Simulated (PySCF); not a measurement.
Molecule: cyclobutane (C1CCC1, C4H8).

Bonds (- single, = double, # triple, : aromatic): C1-C2 1.541 Å, C2-C3 1.541 Å, C3-C4 1.541 Å, C4-C1 1.542 Å. C1 carries H5, H6; C2 carries H7, H8; C3 carries H9, H10; C4 carries H11, H12.

Geometry PBE0-D3(BJ)/def2-SVP throughout; GIAO in PySCF 2.14.0 with density-fitted response routines, gas phase, one conformer, non-relativistic; equivalent atoms averaged; functional PBE0.

For orientation, 6-311+G(2d,p) gives these shifts δ (against TMS at the same level): C1/C2/C3/C4 23.8, H5/H6/H7/H8/H9/H10/H11/H12 1.96 ppm.

A run gave: C1/C2/C3/C4 23.1, H5/H6/H7/H8/H9/H10/H11/H12 1.98 ppm (shifts δ (against TMS at the same level)).

**Question.** Which basis set was used in that run?
A. 6-31G*
B. def2-SVP
C. pcSseg-2
D. STO-3G

**Answer.** A. C1/C2/C3/C4 tells them apart best: 6-31G* gives 23.1, pcSseg-2 gives 25.4, def2-SVP gives 21.2, STO-3G gives 29.3 ppm.
